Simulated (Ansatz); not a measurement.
Two isomers of C4H7FO: A = `C=CCOCF`, B = `CC/C(O)=C/F`.

Program: Ansatz. Geometries: PBE0-D4/def2-TZVP. ΔE: electronic, gas phase. CCSD(T)/CBS is the MP2 limit (def2-TZVPP, def2-QZVPP) plus CCSD(T) − MP2 in def2-TZVPP, frozen cores. DFT in def2-TZVPP. B3LYP here is the variant with VWN-RPA as its local correlation; programs differ in this. One conformer a species, not always the lowest.

A:

```xyz
13

C    -0.116   -1.700   -1.785
C     0.573   -0.973   -0.919
C     0.052    0.259   -0.269
O     0.220    0.138    1.139
C    -0.233    1.213    1.844
F     0.578    2.318    1.657
H     0.316   -2.570   -2.264
H    -1.137   -1.446   -2.052
H     1.591   -1.247   -0.656
H     0.606    1.136   -0.624
H    -1.010    0.405   -0.507
H    -1.243    1.517    1.535
H    -0.197    0.950    2.903
```

B:

```xyz
13

C     0.080    1.755    0.005
C     0.115    0.443    0.781
C    -0.235   -0.734   -0.057
O    -1.491   -0.698   -0.564
C     0.606   -1.732   -0.301
F     0.207   -2.764   -1.085
H     0.310    2.596    0.662
H    -0.906    1.923   -0.430
H     0.812    1.746   -0.806
H     1.105    0.279    1.212
H    -0.593    0.490    1.616
H    -1.626   -1.485   -1.104
H     1.615   -1.821    0.071
```

Which is lower in electronic energy at CCSD(T)/CBS, and by how much? (Estimate.)

Computed: B, by 10.5 kcal/mol.

Give E(B) − E(A) in kcal/mol with MP2/def2-TZVPP, HF/def2-TZVPP, CCSD/def2-TZVPP, PBE0-D4, B3LYP, B2PLYP, CCSD(T)/def2-TZVPP. (Estimate.)

The calculation gave: MP2/def2-TZVPP -11.2, HF/def2-TZVPP -5.8, CCSD/def2-TZVPP -9.4, PBE0-D4 -12.6, B3LYP -9.8, B2PLYP -9.9, CCSD(T)/def2-TZVPP -9.8. None reverses the order clearly.

Largest T1 diagnostic: 0.012.

In def2-TZVPP, CCSD(T) changes the Hartree–Fock value by −4.0 kcal/mol (the triples alone add −0.4 kcal/mol) and MP2 by −5.3 kcal/mol.
